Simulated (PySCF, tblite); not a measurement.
# LiH8O4+, an ion with solvent molecules: NMR shifts, interaction energy, spin-spin couplings and core binding energies

Wanted: the NMR shifts, interaction energy, spin-spin couplings and core binding energies for `[Li+]` with 4 × `O`.

Computed with tblite 0.8.0 and PySCF 2.14.0; each step states its level. No surroundings beyond the atoms listed, unless a continuum is named. Atoms count from 0, parts from 1.

### 1 Starting point

13 atoms, charge 1, multiplicity 1; geometry: rigid parts in contact. Parts: 1 = atom 0, `[Li+]`, charge 1; 2 = atoms 1–3, `O`, charge 0; 3 = atoms 4–6, `O`, charge 0; 4 = atoms 7–9, `O`, charge 0; 5 = atoms 10–12, `O`, charge 0.

### 2 Docking the parts with GFN2-xTB

What the job is given:

```
{"job": {"kind": "dock", "xc": "GFN2-xTB", "basis": "xTB"}, "charge": 1, "multiplicity": 1, "parts": [{"atoms": "0-0", "charge": 1, "multiplicity": 1}, {"atoms": "1-3", "charge": 0, "multiplicity": 1}, {"atoms": "4-6", "charge": 0, "multiplicity": 1}, {"atoms": "7-9", "charge": 0, "multiplicity": 1}, {"atoms": "10-12", "charge": 0, "multiplicity": 1}]}
Li     0.804799     0.166738    -0.424274
O      1.154259    -1.168793     0.764805
H      1.855471    -1.245328     1.416395
H      0.594577    -1.933696     0.918894
O      0.060744     1.781555    -0.098218
H      0.753161     2.409631    -0.360992
H     -0.688988     2.314027     0.170525
O      2.513466     2.728440    -0.995316
H      2.812986     3.615029    -0.794438
H      3.236601     2.303896    -1.454997
O      1.252621     0.043248    -2.160290
H      2.061064    -0.096237    -2.654594
H      0.553606     0.146749    -2.803317
```

Level: GFN2-xTB search for minima from random contacts, gas phase.

On the command line:

```console
OMP_NUM_THREADS=1 python cluster_run.py task.json out
```

This one command runs all jobs of the session in turn.

**Question.** The jobs that follow are: PBE0-D3(BJ)/def2-SVPD geometry optimisation, gas phase; GIAO PBE0/pcSseg-2 NMR shielding, non-relativistic, gas phase; wB97M-D3(BJ)/def2-TZVPD interaction energy, counterpoise and uncorrected, gas phase; PBE0-D3(BJ)/def2-TZVPD interaction energy, counterpoise and uncorrected, gas phase; MP2/def2-TZVPD interaction energy, counterpoise and uncorrected, gas phase; B3LYP/pcJ-1 indirect spin-spin coupling, non-relativistic, gas phase; delta-SCF UKS SCAN, pcX-2 on the ionised atom, pcseg-1 elsewhere, spin-free X2C. Predict: binding energy (GFN2-xTB); point group; rotational constants (main isotopes); shieldings of H, Li (PBE0/pcSseg-2, a mean where the table joins atoms); largest proton shift on binding; interaction energy, counterpoise (wB97M-D3(BJ)/def2-TZVPD); superposition error; binding energy (with deformation); largest coupling of the table (B3LYP/pcJ-1); O1s binding energies, SCAN/pcX-2; Li1s binding energies, SCAN/pcX-2.

**Answer**, as computed:

```
                                                               quantity                                                                                  value
                                              binding energy (GFN2-xTB)                           -127.6 kcal/mol (rough: tight binding is poor for bare ions)
                                                            point group                                                                                     C1
                                   rotational constants (main isotopes)                                                                   2.59, 2.55, 2.52 GHz
shieldings of H, Li (PBE0/pcSseg-2, a mean where the table joins atoms)  H12 29.2, H9 29.2, H6 29.2, H2 29.2, H5 29.2, H8 29.2, H3 29.2, Li0 90.7 ppm and more
                                        largest proton shift on binding                                                                         H12, +1.70 ppm
             interaction energy, counterpoise (wB97M-D3(BJ)/def2-TZVPD)                                                                        -105.8 kcal/mol
                                                    superposition error                                                                          0.28 kcal/mol
                                      binding energy (with deformation)                                                                        -105.7 kcal/mol
                            largest coupling of the table (B3LYP/pcJ-1)                                                           $^{1}J$(O,H) O7–H8, -91.3 Hz
                                       O1s binding energies, SCAN/pcX-2                                                                O7 544.45, O4 544.44 eV
                                      Li1s binding energies, SCAN/pcX-2                                                                           Li0 65.78 eV
            range of the interaction energy over the runs of this table                                                              -106.5 to -99.85 kcal/mol
```

**Reading.** On relaxing, metal atoms bound new neighbours (Li0–O7). At its xTB geometry the search ends with the contact Li0···O7 (bond, 1.87 Å); 6 starts can't prove it the lowest minimum. Further contacts there: Li0···O10 (bond, 1.88 Å), Li0···O4 (bond, 1.88 Å). A later relaxation moves these distances. Relaxing lowered the energy by 0.126 eV in 5 steps; the close pair that moved most is Li0–O1, from 1.860 to 1.943 Å. On binding (GIAO PBE0/pcSseg-2 NMR shielding, non-relativistic, gas phase), H12 moves most among the protons, 1.70 ppm downfield. Of the attraction, electrostatic 77 %, orbital 20 %, dispersion 3 %; Pauli repulsion takes back 33.15 kcal/mol. Of the pairs tabulated at B3LYP/pcJ-1, O7–H8 couples most strongly (-91.3 Hz; Fermi contact -79.8 Hz). The O1s levels computed lie within 0.01 eV of one another, too close to rank. Binding moves the O1s level of O7 by +4.69 eV. The interaction energy runs from -106.5 (PBE0-D3(BJ)/def2-TZVPD) to -99.85 kcal/mol (MP2/def2-TZVPD).
